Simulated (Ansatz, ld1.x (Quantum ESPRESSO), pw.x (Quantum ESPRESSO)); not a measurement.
## From atom to crystal: PAW potential for Sr

* Element: strontium (Sr)
* Generator: ld1.x (Quantum ESPRESSO) 7.5
* Type: PAW
* Functional: PBEsol
* Relativity: scalar-relativistic
* Frozen core: [Ar] 3d10
* Valence charge: 10
* Reference configuration: 4s2 4p6 4d0 5s2 5p0
* Partial waves: 4s (bound): rcut 2.25, rcutus 2.45 bohr; 5s (bound): rcut 2.25, rcutus 2.45 bohr; 4p (bound): rcut 2.10, rcutus 2.40 bohr; 5p (bound, empty): rcut 2.10, rcutus 2.40 bohr; 4d (bound, empty): rcut 1.90, rcutus 2.55 bohr; 4d channel at 0.35 Ry: rcut 1.90, rcutus 2.55 bohr
* Local potential: all-electron potential smoothed inside 2.50 bohr (lloc = -2)
* Core correction: a·sin(br)/r model core inside 1.10 bohr
* Augmentation charge: PSQ, inside the norm-conserving radii

Crystal test: sc Sr in pw.x 7.5, no spin, 9³ k-points, Fermi–Dirac smearing 0.01 Ry, cutoffs 40/320 Ry. The reference is all-electron LAPW (Ansatz 0.2.0) with the same functional, mesh and smearing; V0 and B0 come from Birch–Murnaghan fits to the pressures at five volumes. Errors are pseudo minus all-electron; Δ is the rms difference of the E(V) curves that follow from these fits, minima aligned, over ±6 % about the mean V0. Mesh and smearing are coarse, so the numbers serve the comparison and aren't converged zero-temperature values; the lattice is a test structure that the element need not adopt.

```tsv
V (Å³/atom)	P all-electron (GPa)	P pseudo (GPa)
51.696	0.34	0.34
53.057	0.13	0.13
54.417	-0.06	-0.06
55.777	-0.23	-0.23
57.138	-0.38	-0.39
```

All-electron: a0 = 3.779 Å (V0 = 53.98 Å³/atom), B0 = 7.3 GPa.

Pseudopotential: mean pressure error (GPa): -0.00; a0 (Å): 3.779; a0 error (%): -0.01; B0 error (%): +1.3; Δ (meV/atom): 0.0.

**Question.** At the middle volume, how do free energy and pressure move when the wave cutoff is lowered (ecutrho held at 320 Ry)?

**Answer.**

```
cutoff (Ry)  shift of F (meV/atom)  shift of P (GPa)
         18                  +44.7             -0.42
         24                   +6.5             -0.06
         32                   +2.4             -0.02
```

The run at the middle volume (35 k-points, 9 iterations) took about 18 s on one core of a shared host (Intel(R) Xeon(R) Platinum 8488C, 192 threads, 744 GiB, load 96).
